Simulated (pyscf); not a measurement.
Optimised with ωB97X-D3(BJ)/def2-SVP in PySCF. Correlated levels are frozen-core, on RHF or UHF. ΔMP2 is the change of the MP2 total energy from the triple- to the quadruple-zeta basis.

Question: What is the homolytic dissociation enthalpy (298 K, CCSD(T)/def2-TZVPP + ΔMP2(QZVPP)) of the Be–S bond of H₃C–Be–SH, to [Be–CH₃]• + SH•?

Answer: Be–S to [Be–CH₃]• + SH•: 438.0 kJ/mol. The radicals are drawn with the spin at the cut bond; how far it spreads was not checked. Other isomers of [Be–CH₃]• were not searched in full and may lie lower. The CCSD(T) − MP2 part came from Ansatz, without density fitting, on the same reference. Left out: the spin-orbit lowering of SH.
